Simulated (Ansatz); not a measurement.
**C5H10S: single point in a Gaussian basis from a Python script**

Aim: a single point in a Gaussian basis, for C5H10S, run from a script. SMILES: SCC1CCC1.

All numbers are computed with Ansatz 0.2.0 through its Python package. Level of theory: Hartree-Fock/def2-SVP.

## (1) The structure

Bond lengths (14 of 16 bonds, heavy atoms first): S1–C2 1.821 Å, C2–C3 1.535 Å, C3–C4 1.529 Å, C4–C5 1.522 Å, C3–C6 1.528 Å, C5–C6 1.522 Å, S1–H7 1.407 Å, C2–H8 1.110 Å, C2–H9 1.112 Å, C3–H10 1.113 Å, C4–H11 1.112 Å, C4–H12 1.112 Å, C5–H13 1.112 Å, C5–H14 1.112 Å. Angles (14 of 31 angles, heavy atoms first): S1–C2–C3 110.6°, C2–C3–C4 114.4°, C2–C3–C6 113.3°, C4–C3–C6 89.8°, C3–C4–C5 90.0°, C4–C5–C6 90.2°, C3–C6–C5 90.0°, S1–C2–H8 107.9°, S1–C2–H9 109.6°, C3–C2–H8 109.0°, C3–C2–H9 111.3°, C2–S1–H7 93.7°, C2–C3–H10 112.9°, C4–C3–H10 112.6°.

The script holds or builds the structure itself.

## (2) The code

Contents of c5h10s_energy.py:

```python
# -*- coding: utf-8 -*-
"""Electronic structure of the C5H10S molecule."""

import warnings

import ansatz as az
from ase import Atoms
import numpy as np

warnings.simplefilter("ignore", az.DeckWarning)

atoms = Atoms(["S", "C", "C", "C", "C", "C", "H", "H", "H", "H", "H", "H", "H", "H", "H", "H"], positions=[
    (2.9135, 0.4628, -0.222),
    (1.4778, -0.6546, -0.1488),
    (0.3032, 0.0198, 0.5745),
    (-0.4757, 1.0189, -0.2813),
    (-1.7142, 0.1395, -0.1798),
    (-0.9396, -0.8641, 0.6631),
    (2.3287, 1.2996, -1.1904),
    (1.7782, -1.561, 0.4179),
    (1.1945, -0.9652, -1.1781),
    (0.5873, 0.4365, 1.5668),
    (-0.1131, 1.1086, -1.3288),
    (-0.6091, 1.998, 0.2286),
    (-2.0227, -0.278, -1.1633),
    (-2.5387, 0.6263, 0.3856),
    (-1.3338, -0.9379, 1.7003),
    (-0.8362, -1.8491, 0.1558),
])
molecule = az.Crystal.molecule_from_ase(atoms)

setup = (
    molecule.calculation()
    .basis(gaussian="def2-SVP")
    .functional("hf")
    .forces()
)
print(setup.to_yaml())
trace = []
result = setup.session().plan().execute(on_event=trace.append)
report = result.report
for event in trace:
    if event["event"] == "mean_field_evaluation" and event["data"]["evaluation"] <= 25:
        print("pass {evaluation:3d}  E = {energy_ev:.6f} eV  gradient {gradient_ev:.1e}".format(**event["data"]))

for key in ("converged", "free_energy_ev", "reference_energy_ev", "n_frozen", "n_occupied", "n_virtual"):
    print(f"{key:22s} {report[key]}")

state = report["mean_field"]["state"]
print(f"mean field: {state['energy']['hartree']:.7f} Ha, <S^2> = {abs(state['spin_squared']):.4f}, stability: {state.get('stability', {}).get('kind')}")

symbols = [site.symbol for site in molecule.cartesian_sites]
print("forces (eV/A)")
for symbol, f in zip(symbols, report["forces_ev_ang"]):
    print(f"  {symbol:2s} {f[0]:9.4f} {f[1]:9.4f} {f[2]:9.4f}")

charges = report["charge_distribution"]
print("dipole moment", round(4.803205 * float(np.linalg.norm(charges["dipole_moment_e_ang"])), 3), "D")
print("Mulliken:", [(s, round(q, 3)) for s, q in zip(symbols, charges["mulliken_charges_e"])])
```

## (3) Running it

Run with:

```
$ python c5h10s_energy.py
```

**Question.** What results will this script give? Wanted: total energy; largest force; dipole moment.

The runs gave:

```
     quantity           value
 total energy  -16119.4953 eV
largest force      1.923 eV/Å
dipole moment          1.71 D
```

Forces reach 1.92 eV/Å, so the atoms aren't at rest. Reading the output:
- The geometry is a force-field or estimated start, not a minimum of this method, and the basis set is short of its limit.
- Early passes use coarser integrals and grids, so their energies can't be compared with the last.
